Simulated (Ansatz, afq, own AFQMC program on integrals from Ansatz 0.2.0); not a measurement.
Integrals from Ansatz 0.2.0, then the random walk in our own AFQMC program (afq).

```yaml
crystal:
  periodic: [false, false, false]
  atoms:
    - {symbol: Si, position_ang: [0.000156, -0.000108, -0.076103]}
    - {symbol: H, position_ang: [2.462706, 0.025392, 0.711865]}
    - {symbol: H, position_ang: [-1.254641, 2.122831, 0.701270]}
    - {symbol: H, position_ang: [-1.212411, -2.145214, 0.707413]}
basis:
  gaussian: {orbitals: 6-31G}
magnetization: {spin_polarized: true, initial_magnetization: 1}
correlation: {method: ccsd_t, electrons: outside_noble_gas, hamiltonian_folder: ham}
```

```sh
$ ansatz run in.yaml --threads 1 --pin off --events-out ev --progress --plain --max-ram 24576MiB --backend cuda --devices 0, --max-vram 18GiB
```

afq runs on the folder ham with

```
--method phaseless --trial hf --walkers 4000 --populations 20 --least-time 40 --time-step 0.005 --steps-per-block 20 --equilibration-blocks 160 --max-blocks 4000 --target-error 0.0016 --factor-cut 1e-05 --start spin_pure --seed 7248 --taylor-order 6
```

Times are imaginary, in 1/Eh. The walk had a cap of 49 s. With eight or more populations the least sampling time is a fifth of least-time, and the error comes from their spread.

Output of the walk:

```
orbitals 14  electrons 4 3  factors 71 of 236
reference energy -290.32785739 Eh
CCSD correlation -0.08224105 Eh in 28 cycles, weight of the determinant in the CISD state 0.4151
energy of the start -290.343988 Eh
 block  time / (1/Eh)  mean weight  energy / Eh
     1     0.100  1.0002  -290.349373
     2     0.200  1.0001  -290.354020
     3     0.300  1.0002  -290.358216
     4     0.400  1.0003  -290.361838
     5     0.500  1.0003  -290.365233
     9     0.900  1.0001  -290.375290
    25     2.500  1.0000  -290.392829
    49     4.900  1.0001  -290.399326
    73     7.300  0.9997  -290.400527
    97     9.700  1.0001  -290.401176
   121    12.100  1.0000  -290.404524
   145    14.500  0.9999  -290.402975
   169    16.900  0.9998  -290.402821
   193    19.300  0.9999  -290.406777
   217    21.700  1.0002  -290.404638
   235    23.500  1.0001  -290.406357
error from the spread of 20 populations
energy -290.404733 +/- 0.000397 Eh
(rows thinned)
```

The run passed its tests (sampling time, drift between the halves within three errors, error under three times the target), which doesn't prove that it has relaxed.

Against this walk (error 10.8 meV) on the same determinant: CCSD(T) 260.4 meV lower, full CI 331.9 meV lower, a separate phaseless walk with a CISD trial and standard settings 105.7 ± 13.0 meV lower. The error is statistical and leaves out the bias of the constraint. The determinant has ⟨S²⟩ = 2.19, so the low cluster orders mix in higher spin, while the walk starts as a pure doublet. Full CI is exact here, so the walk's 332 meV above it is the walk's own error: the bias of the constraint with this trial. It lies above even CCSD, by 146 meV. The determinant is a poor start (see the cautions), so the low cluster orders aren't to be relied on, and full CI is the sure value.

Cautions: constraint bias not in the error; the search met a lower determinant of the same kind, perhaps of another symmetry (426 meV lower); strong correlation (T1 0.178, weight of the determinant 0.42, largest double 0.42); unrestricted determinant spin contaminated (⟨S²⟩ 2.19 against 0.75).

The walk took 15 s on 1 × NVIDIA H100 80GB HBM3 with 2 threads of AMD EPYC 7R13 Processor (Zen 3), on a shared host (the card was shared). The log's last line is the phaseless energy.

A walk keeps the symmetry of its determinant, which the program's search chose and which needn't be the lowest solution, so a lower state of the same spin and another symmetry isn't excluded.
